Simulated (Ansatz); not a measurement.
System: fcc Ir. Method: PBE-D4 in Ansatz (PAW).

Numerical settings: plane-wave cutoff 520 eV, 24×24×24 k mesh, Fermi–Dirac smearing 0.05 eV, no spin polarisation, scalar-relativistic PAW data made under PBE.

Cell (relaxed at this level):

Ir is modelled in the cubic space group Fm-3m (No. 225), the fcc (Cu type) structure, Pearson symbol cF4. Cell: a = b = c = 3.8378 Å, α = β = γ = 90.00°. Ir on 4a sees 12 Ir at 2.714 Å (cuboctahedral). (Neighbours: up to the widest gap in distance over summed covalent radii, below 1.35, at either atom.)
(The calculation used a cell of 1 atom; values per cell refer to that cell.)

Question: Predict the bulk modulus and pressure derivative B′ of the bulk modulus.

Answer: 
- bulk modulus = 378 GPa
- pressure derivative B′ of the bulk modulus = 5.1

The run finds no gap.

Measured, for comparison: bulk modulus 365 GPa (corrected for temperature and zero-point phonon effects; as tabulated in Levämäki et al. (2014), arXiv:1402.3671). Computed (rounded) less measured: bulk modulus +4 %.

Spin–orbit coupling is not included.

The computed numbers hold no vibrational or temperature effects.

Computing time: roughly 90 core-seconds.

Ansatz is a quantum-chemistry and plane-wave program.
